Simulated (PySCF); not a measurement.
System (SMILES): [C-]#[NH+] (C-NH).
Geometry (B3LYP-D3(BJ)/def2-TZVP, fixed):
```
N
C 1 1.1640
H 1 0.9974 2 180.00
```

How fast the mean static polarisability converges with the basis for several methods (PySCF): deviation from each method's own reference, in %. References: HF 17.40 bohr³, the value in d-aug-cc-pVTZ; PBE 19.07 bohr³, the value in d-aug-cc-pVTZ; PBE0 18.28 bohr³, the value in d-aug-cc-pVTZ. All functions are spherical. Density fitting with generated auxiliary sets. No added dispersion term, no relativity. 

```tsv
basis	functions	HF	PBE	PBE0
def2-SVPD	48	-4.9	-7.9	-6.4
6-311+G**	50	-13.8	-12.7	-13.0
pcseg-2	74	-11.6	-12.9	-12.1
def2-TZVPP	76	-10.6	-12.5	-11.4
d-aug-cc-pVDZ	77	0.0	0.0	0.1
def2-TZVPD	83	-0.8	-1.7	-1.2
jun-cc-pV(T+d)Z	92	-0.5	-0.8	-0.6
aug-pcseg-2	115	-0.4	-0.3	-0.3
pcseg-3	153	-3.5	-4.0	-3.6
def2-QZVPPD	159	-0.2	-0.5	-0.3
aug-cc-pVQZ	206	-0.1	-0.1	-0.1
pcseg-4	263	-0.5	-0.7	-0.5
```

Mean absolute deviation over 6-311+G**, pcseg-2, def2-TZVPP, def2-TZVPD, jun-cc-pV(T+d)Z, aug-pcseg-2: HF 6.3, PBE0 6.4, PBE 6.8 %.
